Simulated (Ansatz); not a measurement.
**Relaxing gadolinium (hcp)**

All numbers below come from DFT, BLYP, plane waves (420 eV) with PAW, scalar-relativistic (Ansatz 0.2.0). The PAW files were generated under PBE, with cores re-solved for the functional.

k-point mesh 10×10×6, Fermi-Dirac smearing 0.05 eV, starting moments 7.00 ×2 μB. Cell and atoms relax.

Starting structure:

```
Gd
1.0
     3.63600    0.00000    0.00000
    -1.81800    3.14887    0.00000
     0.00000    0.00000    5.78260
Gd
2
Direct
  0.33333 0.66667 0.25000
  0.66667 0.33333 0.75000
```

**Question.** What cell does the relaxation end in?

**Answer.** P6_3/mmc (spin ignored) with a = 3.690 Å, c = 5.902 Å (c/a = 1.600); 34.79 Å³ per atom against 33.10 at the start (5.1 %).

**Question.** How much energy does the relaxation gain?

**Answer.** 8.9 meV per atom.

Path of the relaxation (the plane waves are chosen anew near the end, which can shift the energy a little):

```csv
step,E − E(final) (meV/atom),V (Å³/atom),P (GPa),max force (eV/Å)
0,8.89,33.103,1.69,0.000
1,0.61,34.549,0.23,0.000
2,0.48,34.793,0.01,0.000
3,0.00,34.793,0.03,0.000
```

**Question.** Which magnetic state does it end in?

**Answer.** ferromagnetic, net 7.49 μB per atom; moments 7.27 ×2 μB.

With an open f shell the SCF can settle in more than one state.
